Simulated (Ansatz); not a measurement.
Ca: from a first guess to the relaxed fcc type

First guess:

```yaml
crystal:
  lattice:
    - [0.00000, 2.53177, 2.53177]
    - [2.53177, 0.00000, 2.53177]
    - [2.53177, 2.53177, 0.00000]
  atoms:
    - { symbol: Ca, position: [0.00000, 0.00000, 0.00000] }
```

Level of theory: Ansatz 0.2.0, DFT, PBE, PAW with Ansatz's default frozen-core files, scalar-relativistic.

Cell and atoms relax within the symmetry of the start on a 11×11×11 k mesh with 0.03 eV Fermi–Dirac smearing.

The start is built from a prototype, known or not as a phase of this compound; the cutoff is 420 eV.

Question: What is the pressure of the first guess?

Answer: 6.71 GPa.

Question: What does it relax to?

Answer: a = 5.524 Å, b = 5.524 Å, c = 5.524 Å, α = 90.00°, β = 90.00°, γ = 90.00° (conventional cell), 42.15 Å³ per atom:
```cif
data_structure
_symmetry_space_group_name_H-M 'Fm-3m'
_symmetry_Int_Tables_number 225
_cell_length_a 5.5243
_cell_length_b 5.5243
_cell_length_c 5.5243
_cell_angle_alpha 90.000
_cell_angle_beta 90.000
_cell_angle_gamma 90.000
_cell_volume 168.59
loop_
_atom_site_label
_atom_site_type_symbol
_atom_site_symmetry_multiplicity
_atom_site_Wyckoff_symbol
_atom_site_fract_x
_atom_site_fract_y
_atom_site_fract_z
_atom_site_occupancy
Ca1 Ca 4 a 0.00000 0.00000 0.00000 1
```

Question: How much energy does the relaxation release?

Answer: 171 meV/atom.
